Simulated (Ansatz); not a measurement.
Correlation energies of `CBF` by basis set

```xyz
7

C     0.5647    0.1628   -0.3575
B    -0.7054   -0.2067    0.4563
F    -1.9142    0.0209   -0.0401
H     0.3542    0.6116   -1.3293
H     1.1810   -0.7318   -0.5037
H     1.1903    0.8487    0.2252
H    -0.6706   -0.7054    1.5491
```

The species carries charge 0 and has multiplicity 1. The structure was optimised at the PBE0-D4/def2-TZVP level. Frozen core, restricted reference, Ansatz. CBS rows extrapolate triple and quadruple zeta.

| basis | HF (Eh) | MP2 corr. | CCSD corr. | (T) | CCSD(T) total |
| --- | --- | --- | --- | --- | --- |
| def2-SVP | -164.25224 | -0.41477 | -0.44493 | -0.00941 | -164.70658 |
| def2-TZVPP | -164.44982 | -0.52864 | -0.55380 | -0.01733 | -165.02095 |
| def2-QZVPP | -164.45755 | -0.57070 | -0.59026 | -0.01983 | -165.06764 |
| CBS(def2) | -164.45862 | -0.60186 | -0.61726 | -0.02169 | -165.09757 |
| cc-pV(D+d)Z | -164.38469 | -0.41665 | -0.44733 | -0.00965 | -164.84167 |
| cc-pV(T+d)Z | -164.44254 | -0.53163 | -0.55602 | -0.01768 | -165.01624 |
| cc-pV(Q+d)Z | -164.45498 | -0.57280 | -0.59218 | -0.01989 | -165.06705 |
| CBS(cc) | -164.45872 | -0.60210 | -0.61792 | -0.02146 | -165.09810 |
